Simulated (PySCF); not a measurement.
ethylene (C2H4), SMILES C=C. Atoms are numbered in the order given.

```xyz
6

C      0.0000     0.0000    -0.6623
C      0.0000     0.0000     0.6623
H      0.0000    -0.9214    -1.2320
H      0.0000     0.9214    -1.2320
H      0.0000     0.9214     1.2320
H      0.0000    -0.9214     1.2320
```

Geometry: B3LYP-D3(BJ)/def2-TZVP.

All values below come from TDDFT-PBE/def2-TZVPD (PySCF).

Vertical excitations. Isolated molecule, no solvent. State labels are in the subgroup D2h.

List the lowest excited states. (An estimate is asked for; the answer gives what the named calculation found.)


```
state  symmetry  energy (eV)  λ (nm)      f           main pairs
-----  --------  -----------  ------  -----  -------------------
S1          B3u         6.96     178  0.070    HOMO→LUMO+1 100 %
S2          B2g         7.49     166  0.000    HOMO→LUMO+2 100 %
S3          B1g         7.69     161  0.000     HOMO−1→LUMO 97 %
S4          B1u         7.71     161  0.330       HOMO→LUMO 95 %
S5          B1g         8.08     153  0.000     HOMO→LUMO+3 97 %
S6          B3g         8.68     143  0.000  HOMO−1→LUMO+1 100 %
S7          B2u         9.24     134  0.079  HOMO−1→LUMO+2 100 %
S8          B3u         9.30     133  0.065     HOMO→LUMO+4 98 %
S9          B2g         9.41     132  0.000     HOMO−2→LUMO 99 %
S10          Au         9.47     131  0.000    HOMO→LUMO+5 100 %
T1          B1u         4.60     270      0       HOMO→LUMO 99 %
T2          B3u         6.80     182      0    HOMO→LUMO+1 100 %
T3          B1g         7.14     174      0     HOMO−1→LUMO 99 %
T4          B2g         7.36     168      0    HOMO→LUMO+2 100 %
```
Triplets are in the Tamm–Dancoff approximation, which puts them higher than full response would, so one can lie above its singlet here.
